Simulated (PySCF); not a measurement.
Vertical excitation energies

Compound: prismane, C₆H₆.
SMILES with atom numbers: `[C@H:1]12[C@@H:2]3[C@H:3]1[C@@H:4]1[C@H:5]2[C@H:6]31` (hydrogens: H7 on C1; H8 on C2; H9 on C3; H10 on C4; H11 on C5; H12 on C6)

Method: TDDFT CAM-B3LYP/def2-SVPD, vertical, gas phase, core orbitals frozen in the response in PySCF. Geometry: GFN2-xTB; no solvent, vibrations or thermal averaging.

**Question.** List the vertical singlet excitations with oscillator strengths and describe the spectrum.

**Answer.** 

```tsv
state	E (eV)	λ (nm)	ν̃ (cm⁻¹)	f	|μ| (D)	main configurations (H = HOMO, L = LUMO)
S1	6.77	183.1	54610	0.0001	0.06	H-1/H→L+1 (86%), H-1/H→L+7 (12%)
S2	6.77	183.1	54620	0.0001	0.06	H-1/H→L+1 (86%), H-1/H→L+7 (12%)
S3	6.80	182.4	54840	0.0000	0.00	H-1/H→L (≥86%)
S4	6.80	182.3	54850	0.0000	0.00	H-1/H→L (≥86%)
S5	7.06	175.6	56960	0.0000	0.00	H-1/H→L+2 (≥48%), H-1/H→L+3 (≥32%)
S6	7.15	173.5	57630	0.0008	0.17	H-1/H→L+3 (≥46%), H-1/H→L+2 (≥34%)
S7	7.16	173.2	57750	0.0000	0.00	H-1/H→L+3 (≥44%), H-1/H→L+2 (≥31%)
S8	7.16	173.2	57750	0.0000	0.01	H-1/H→L+3 (≥41%), H-1/H→L+2 (≥35%)
```

Triplets, Tamm–Dancoff:

| state | E (eV) | λ (nm) | main configurations (H = HOMO, L = LUMO) |
| --- | --- | --- | --- |
| T1 | 6.49 | 191.1 | H-1/H→L+6 (≥80%) |
| T2 | 6.49 | 191.1 | H-1/H→L+6 (≥80%) |

The lowest singlet level (S1/S2) lies at 6.77 eV (183 nm, vacuum ultraviolet) and is dark (f under 0.0005). The largest oscillator strength of a single state is 0.0008. S1/S2, S3/S4 and S7/S8 lie within about 0.01 eV of each other in each set; the point group D3h has degenerate representations, and within a degenerate level the listed configurations can mix freely. Löwdin shares by element: HOMO (one of a set within 0.03 eV) carbon 74% or more (atoms not listed hold the other 26%); LUMO carbon 36% or more (atoms not listed hold the other 64%). Of the 8 states listed, none reaches f = 0.01 and 7 stay under 0.0005. The listed states span 0.39 eV, and the widest gap between neighbours is 0.26 eV (S4 to S5). No computed singlet lies in the visible range (380 to 750 nm); the lowest, at 183 nm, stands 3.51 eV above its violet end (3.26 eV). Orbitals of the list HOMO-3 to LUMO+2 that lie within 0.01 eV of each other are written together with a slash and their weights summed (≥ marks a lower bound); for degenerate orbitals outside that list single weights are arbitrary. Singlets were solved by full linear response, triplets in the Tamm–Dancoff approximation.

The run took 18 s of wall time on one thread, Arm Neoverse V2, on a shared host.
